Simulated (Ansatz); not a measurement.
A structure relaxed at PBE0-D4/def2-TZVP, charge 0, multiplicity 1:

```xyz
6

N     0.013    0.869    2.252
C     0.006    0.453    1.178
Si   -0.003   -0.211   -0.547
H     1.359   -0.708   -0.839
H    -0.377    0.900   -1.448
H    -0.998   -1.304   -0.597
```

Give its formula and SMILES.

CH3NSi, `N#C[SiH3]`.

Point group (tolerance 0.08 Å, 0.16 Å for H)?

C3v.

Summarise the bond lengths by kind.

1 × C–N 1.152 Å; 1 × C–Si 1.848 Å; 3 × H–Si 1.479 Å.

All numbers were calculated with Ansatz.
